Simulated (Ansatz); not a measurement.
`OC1=CS1` → 2 C• + 2 H• + O• + S•  (atomization)

Gas-phase electronic energies from Ansatz, PBE0-D4/def2-TZVP geometries. CCSD(T)/CBS adds triple-zeta CCSD(T) − MP2 to the extrapolated MP2 energy (def2 sets, frozen cores). This one scheme is used for every species, atoms too. DFT in def2-TZVPP. Open shells (•) are unrestricted, without spin–orbit coupling. Spin–orbit coupling would lower the free atoms: a little for C, O, S. Each species was taken in one conformer, which may not be the lowest.

```
             level  ΔE (kJ/mol)  difference from CCSD(T)/CBS
       LDA (SPW92)       2789.3                        502.2
            PBE-D4       2425.8                        138.7
        r2SCAN0-D4       2238.8                        -48.3
           ωB97M-V       2308.9                         21.8
            B2PLYP       2262.5                        -24.6
     CCSD/def2-SVP       2075.1                       -212.0
    MP2/def2-QZVPP       2351.5                         64.4
SCS-MP2/def2-QZVPP       2308.5                         21.4
     MP2/CBS(def2)       2385.6                         98.5
    CCSD/CBS(def2)       2219.9                        -67.2
       CCSD(T)/CBS       2287.1                            0
```

Largest T1 diagnostic among the species: 0.013.

From BLYP to BHLYP (50 % exact exchange), in def2-TZVPP and without D4, ΔE moves by −157.0 kJ/mol: exact exchange takes away binding that semilocal exchange gives to molecules. In def2-TZVPP, CCSD(T) changes the Hartree–Fock value by +764.1 kJ/mol (the triples alone add +67.2 kJ/mol) and MP2 by +862.5 kJ/mol; breaking electron pairs costs correlation energy, which Hartree–Fock lacks.

For atomizations the MP2-based limit and the directly extrapolated one differ by several kJ/mol either way, and by 10 to 25 for some Ge, Se and Sn compounds, so smaller differences from it don't rank the levels.
